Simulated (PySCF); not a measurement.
## Shapes and spin states of OF2

Method: B3LYP/[O def2-TZVP, F def2-TZVP], no relativity, density fitting, PySCF.

Relaxations began from a few typed shapes and spin states; open shells are unrestricted. The search is not exhaustive: other isomers or separated fragments can lie lower, and high-lying points may rest on an excited occupation.

```csv
spin,group,bonds,angles,imaginary modes (cm⁻¹),ΔE (kJ/mol),ΔE with ZPE (kJ/mol)
singlet,C2v,O–F 1.402 Å (×2),F–O–F 104.0°,none,0.0,0.0
triplet,Cs,O–F 1.331 Å,,none,116.4,111.7
triplet,C2v,O–F 1.530 Å (×2),F–O–F 141.1°,544i,138.9,–
singlet,D∞h,O–F 1.562 Å (×2),F–O–F 180.0°,"939i, 939i, 250i",340.8,–
```

The lowest minimum found is the singlet C2v: O–F 1.402 Å (×2); F–O–F 104.0°.

Counting electrons, oxygen keeps 4 of its valence electrons outside its bonds, so the VSEPR class is AX2E2 and the expected shape is bent (C2v), as computed.

The electron or spin density has lower symmetry than the nuclear frame for the singlet D∞h at 340.8 kJ/mol.
